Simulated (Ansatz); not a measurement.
Density of states of ZrPbO3 (Pm-3m, a = 4.141 Å, b = 4.141 Å, c = 4.141 Å, α = 90.00°, β = 90.00°, γ = 90.00°), in states per eV and primitive cell, averaged over bins of 0.3 eV. Computed with DFT PBEsol, scalar-relativistic, plane waves, PAW in Ansatz 0.2.0.

Plane waves to 420 eV, a k mesh through Γ of 6×6×6 on the computed 5-atom cell and Gaussian smearing (0.02 eV); no spin polarisation.

The cell is relaxed at this level. The states (both spins) are summed by tetrahedra on a 9×9×9 mesh at the self-consistent density. Energies are bin centres; the table starts no lower than −8 eV and ends at 6 eV, or lower where the solved bands end.

The gap is 2.34 eV at this level, with the zero inside it.

| E − E_F (eV) | total | O 2p | Zr 4d | Pb 6p | Pb 6s |
| --- | --- | --- | --- | --- | --- |
| -7.90 | 1.23 | 0.16 | 0.06 | 0.01 | 0.92 |
| -7.60 | 0.37 | 0.03 | 0.01 | 0.00 | 0.29 |
| -7.30 | 0.03 | 0.00 | 0.00 | 0.00 | 0.02 |
| -7.00 | 0.00 | 0.00 | 0.00 | 0.00 | 0.00 |
| -6.70 | 0.00 | 0.00 | 0.00 | 0.00 | 0.00 |
| -6.40 | 0.00 | 0.00 | 0.00 | 0.00 | 0.00 |
| -6.10 | 0.00 | 0.00 | 0.00 | 0.00 | 0.00 |
| -5.80 | 0.06 | 0.03 | 0.02 | 0.01 | 0.00 |
| -5.50 | 0.52 | 0.29 | 0.12 | 0.09 | 0.00 |
| -5.20 | 1.05 | 0.63 | 0.25 | 0.15 | 0.01 |
| -4.90 | 4.68 | 3.10 | 1.12 | 0.26 | 0.01 |
| -4.60 | 3.46 | 2.35 | 0.65 | 0.26 | 0.03 |
| -4.30 | 4.08 | 2.84 | 0.65 | 0.33 | 0.04 |
| -4.00 | 4.04 | 2.85 | 0.53 | 0.41 | 0.08 |
| -3.70 | 5.28 | 3.85 | 0.59 | 0.53 | 0.10 |
| -3.40 | 3.80 | 2.85 | 0.41 | 0.19 | 0.13 |
| -3.10 | 4.47 | 3.38 | 0.51 | 0.14 | 0.26 |
| -2.80 | 4.10 | 3.41 | 0.33 | 0.10 | 0.11 |
| -2.50 | 3.18 | 2.67 | 0.20 | 0.09 | 0.12 |
| -2.20 | 5.11 | 4.48 | 0.17 | 0.12 | 0.17 |
| -1.90 | 8.37 | 7.56 | 0.19 | 0.15 | 0.23 |
| -1.60 | 5.41 | 5.01 | 0.04 | 0.07 | 0.18 |
| -1.30 | 2.39 | 2.32 | 0.00 | 0.01 | 0.03 |
| -1.00 | 0.00 | 0.00 | 0.00 | 0.00 | 0.00 |
| -0.70 | 0.00 | 0.00 | 0.00 | 0.00 | 0.00 |
| -0.40 | 0.00 | 0.00 | 0.00 | 0.00 | 0.00 |
| -0.10 | 0.00 | 0.00 | 0.00 | 0.00 | 0.00 |
| 0.20 | 0.00 | 0.00 | 0.00 | 0.00 | 0.00 |
| 0.50 | 0.00 | 0.00 | 0.00 | 0.00 | 0.00 |
| 0.80 | 0.00 | 0.00 | 0.00 | 0.00 | 0.00 |
| 1.10 | 0.00 | 0.00 | 0.00 | 0.00 | 0.00 |
| 1.40 | 0.07 | 0.01 | 0.00 | 0.05 | 0.00 |
| 1.70 | 0.28 | 0.03 | 0.01 | 0.20 | 0.00 |
| 2.00 | 0.78 | 0.07 | 0.05 | 0.55 | 0.01 |
| 2.30 | 2.00 | 0.21 | 0.19 | 1.38 | 0.03 |
| 2.60 | 1.90 | 0.21 | 0.55 | 1.00 | 0.02 |
| 2.90 | 1.87 | 0.20 | 0.95 | 0.65 | 0.01 |
| 3.20 | 3.15 | 0.45 | 1.10 | 1.47 | 0.01 |
| 3.50 | 3.90 | 0.64 | 1.15 | 1.97 | 0.00 |
| 3.80 | 4.88 | 0.96 | 1.62 | 2.16 | 0.01 |
| 4.10 | 3.35 | 0.72 | 0.91 | 1.63 | 0.01 |
| 4.40 | 3.08 | 0.58 | 1.00 | 1.42 | 0.01 |
| 4.70 | 3.56 | 0.54 | 1.70 | 1.22 | 0.01 |
| 5.00 | 4.45 | 0.67 | 2.31 | 1.34 | 0.01 |
| 5.30 | 3.39 | 0.58 | 2.04 | 0.63 | 0.02 |
| 5.60 | 1.94 | 0.49 | 1.29 | 0.06 | 0.02 |

The columns after the total are the main Löwdin projections on the occupied valence shells of the potentials; 4 others are left out. The rest of the total lies in those, in shells that are empty in the free atom, which aren't projected, and between the atoms.

Spin-orbit coupling is left out, which matters for the bands of heavy elements.

Whether ZrPbO3 exists in this form wasn't checked. Symmetry holds off the tilts and polar distortions that many cubic perovskites undergo.

Cost: 1 run of about 0.49 core-minutes, on Intel Xeon 6975P-C (Granite Rapids) (shared hosts).